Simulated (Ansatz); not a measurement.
```yaml
crystal:
  periodic: [false, false, false]
  atoms:
    - {symbol: B, position_ang: [0.000000, 0.000000, -1.967734]}
    - {symbol: Al, position_ang: [0.000000, 0.000000, 0.000000]}
    - {symbol: B, position_ang: [0.000000, 0.000000, 1.967734]}
basis:
  gaussian: {orbitals: def2-TZVP}
magnetization: {spin_polarized: true, initial_magnetization: 1}
hamiltonian: {xc: pbe0}
relax: {f_tol: 0.004, max_steps: 80}
```

```sh
$ ansatz run in.yaml --threads 1 --pin off --events-out ev --progress --plain --max-ram 2176MiB
```

Steps of the relaxation (energy above the last step; positions in Å, forces in eV/Å):

```
3
step 1, 40.0 meV
B     0.000    0.000   -1.968    0.000    0.000   -1.008
Al    0.000    0.000    0.000    0.000    0.000    0.972
B     0.000    0.000    1.968    0.000    0.000    0.036
```

```
3
step 2, 8.9 meV
B     0.000    0.000   -1.997    0.000    0.000   -0.442
Al    0.000    0.000    0.014    0.000    0.000    0.476
B     0.000    0.000    1.983    0.000    0.000   -0.034
```

```
3
step 3, 0.1 meV
B     0.000    0.000   -2.021    0.000    0.000   -0.034
Al    0.000    0.000    0.028    0.000    0.000    0.023
B     0.000    0.000    1.992    0.000    0.000    0.010
```

```
3
step 4, 0.0 meV
B     0.000    0.000   -2.023    0.000    0.000    0.000
Al    0.000    0.000    0.029    0.000    0.000    0.000
B     0.000    0.000    1.994    0.000    0.000    0.000
```

Close pairs at the end: Al2–B3 1.964 Å, B1–Al2 2.052 Å.

A stationary point of unrestricted PBE0 after 4 steps, with ⟨S²⟩ = 2.435 against 0.75 for a pure state; no frequencies were run, so it isn't proven a minimum. 53 s on 1 thread of Intel Xeon 6975P-C, shared host.
